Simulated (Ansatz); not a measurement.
Ansatz (a first-principles code) input (B3LYP/6-31G**): The .json file is the Basis Set Exchange's 6-31G**.

Ansatz 0.2 input:
```yaml
crystal:
  periodic: [false, false, false]
  atoms:
    - {symbol: C, position_ang: [-0.02532157, 0.79659948, 0.00616620]}
    - {symbol: O, position_ang: [-0.00968659, -0.72153609, 0.05677689]}
    - {symbol: H, position_ang: [-1.07603513, 1.05857315, 0.06196596]}
    - {symbol: H, position_ang: [0.88071834, -1.11904627, 0.10703011]}
    - {symbol: H, position_ang: [0.51569145, 1.10272426, 0.89461166]}
    - {symbol: H, position_ang: [0.44963847, 1.10891103, -0.91835118]}
    - {symbol: H, position_ang: [-0.54059096, -1.15847037, -0.63646886]}
basis:
  gaussian:
    orbitals: 6-31G__.json
hamiltonian:
  xc: {name: B3LYP}
total_charge: 1
output: {forces: true}
```

Question: Predict the final energy.

Answer: -116.03053 Eh.
